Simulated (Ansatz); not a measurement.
We consider diamond-structure Ge, described by r²SCAN0 (Ansatz, an electronic-structure program, plane waves, PAW).

Run with plane-wave cutoff 520 eV, 8×8×8 k mesh, Fermi–Dirac smearing 0.01 eV, scalar-relativistic PAW data made under PBE.

Equation-of-state points:

| V (Å³/atom) | E − E_lowest (meV/atom) | P (GPa) |
|---|---|---|
| 21.158 | 18.95 | 5.21 |
| 21.714 | 5.35 | 2.67 |
| 22.271 | 0.00 | 0.45 |
| 22.974 | 3.37 | -1.93 |
| 23.385 | 9.89 | -3.14 |

Question: Fit the third-order Birch–Murnaghan equation and give B0 and B′.

Answer: V0 = 22.397 Å³/atom, B0 = 80.3 GPa, B′ = 4.6 (fit to the energies at full precision).

Measured, for comparison: bulk modulus 77.3 GPa (low-temperature value with the zero-point effect removed, our sources range from 77.3 to 79.4; as tabulated in Tanner et al. (2021), arXiv:2110.11888); equilibrium volume per atom 22.47 Å³/atom (static lattice: zero-point anharmonic expansion removed; as tabulated in Mejia-Rodriguez and Trickey (2018), arXiv:1807.09216). Computed (rounded) less measured: bulk modulus +4 % (+1 % to +4 % over the range), equilibrium volume per atom -0.3 %.

Static lattice: no zero-point or thermal effects.
